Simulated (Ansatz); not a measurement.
# BCl2H: the cost of one run

All numbers below are computed with Ansatz 0.2.0 (RKS PBE0-D4/6-31G).

### Step 1. The structure to begin with

Bond lengths: B1–Cl2 1.860 Å, B1–H3 1.190 Å, B1–Cl4 1.860 Å. Angles: Cl2–B1–H3 120.0°, Cl2–B1–Cl4 120.0°, H3–B1–Cl4 120.0°.

Coordinates:

```xyz
4

B     0.0000    0.0000    0.0000
Cl    0.0000    0.0000    1.8600
H     1.0305    0.0000   -0.5950
Cl   -1.6108    0.0000   -0.9300
```

### Step 2. Relaxing the start

Contents of input.yaml:

```yaml
crystal:
  periodic: [false, false, false]
  atoms:
    - { symbol: B, position_ang: [0.0, 0.0, 0.0] }
    - { symbol: Cl, position_ang: [0.0, 0.0, 1.86] }
    - { symbol: H, position_ang: [1.0305, 0.0, -0.595] }
    - { symbol: Cl, position_ang: [-1.6108, 0.0, -0.93] }
basis:
  gaussian: { orbitals: "6-31G" }
hamiltonian:
  xc: pbe0
  dispersion: d4
relax:
  f_tol: 0.02
  max_steps: 40
```

Command:

```console
> ansatz run input.yaml --threads 1 --pin off --max-ram 2048MiB --backend cpu --events-out ev --progress --plain --runs-dir out
```

Q: Estimate wall time and peak memory on 1 thread of Arm Neoverse V1, shared host.

About 5.5 s, with a peak of 0.096 GiB.
